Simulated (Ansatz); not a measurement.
## FeO: computed properties

Level of theory: DFT PBEsol, scalar-relativistic, plane waves, PAW in Ansatz.

Cutoff 420 eV; k points 18×18×18 on the computed 2-atom cell (Γ-centred); Gaussian smearing, width 0.10 eV; collinear spin from starting moments 3.76 0.37 μB.

The structure is relaxed at this level of theory with its symmetry kept.

The structure is cubic, space group Fm-3m (No. 225). The conventional cell has a = 4.246 Å, b = 4.246 Å, c = 4.246 Å, α = 90.00°, β = 90.00°, γ = 90.00°. Around Fe (site symmetry m-3m) lie 6 O at 2.12 Å. Around O (site symmetry m-3m) lie 6 Fe at 2.12 Å.

* Volume per atom: 9.57 Å³
* Formation energy from the elements' standard states (uncorrected): -0.855 eV/atom
* Kohn–Sham band gap: none (metal)
* Density of states at the Fermi level: 1.11 states/eV per cell
* Löwdin character within 0.5 eV of the Fermi level: Fe 3d 90 %, O 2p 9 %
* Bulk modulus: 209 GPa
* Its pressure derivative: 4.4
* Bader charges (e): Fe (1 in the cell) 1.33, O (1 in the cell) -1.33
* Total moment: 4.00 μB per cell
* Site moments (μB; atoms counted from 1 over the whole cell): Fe (atom 1) 3.42, O (atom 2) 0.34

Only this magnetic start was tried.